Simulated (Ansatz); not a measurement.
One change: `C=C/C(F)=C\F` becomes `CO/C(F)=C/F`.

Ansatz, PBE0-D4/def2-TZVP geometries, multiplicity 1. Each molecule was computed in one conformer, which needn't be the lowest.

```
                                      property  `C=C/C(F)=C\F`
           HOMO energy (B3LYP/def2-TZVPP) / eV           -6.68
           HOMO–LUMO gap (PBE/def2-TZVPP) / eV            3.72
           LUMO energy (B3LYP/def2-TZVPP) / eV           -1.38
            LUMO energy (PBE0/def2-TZVPP) / eV           -1.15
size of the dipole moment (PBE/def2-TZVPP) / D            0.22
       HOMO–LUMO gap (ωB97M-V/def2-TZVPP) / eV            9.90
```

Task: Give the same properties after the change, and the shifts. (An estimate is asked.)

Result: Computed: 
```csv
property,`CO/C(F)=C/F`,shift
HOMO energy (B3LYP/def2-TZVPP) / eV,-6.78,-0.10
HOMO–LUMO gap (PBE/def2-TZVPP) / eV,5.40,1.68
LUMO energy (B3LYP/def2-TZVPP) / eV,0.47,1.85
LUMO energy (PBE0/def2-TZVPP) / eV,0.79,1.94
size of the dipole moment (PBE/def2-TZVPP) / D,2.49,2.27
HOMO–LUMO gap (ωB97M-V/def2-TZVPP) / eV,11.98,2.08
```

With PBE0 the HOMO falls by 0.09 eV and the LUMO rises by 1.94 eV, so the gap widens by about 2.03 eV. PBE moves the HOMO by 0.12 eV and ωB97M-V by -0.26 eV. Dipoles are sizes alone; their direction can turn.

B3LYP here is the variant with VWN-RPA as its local correlation; programs differ in this.
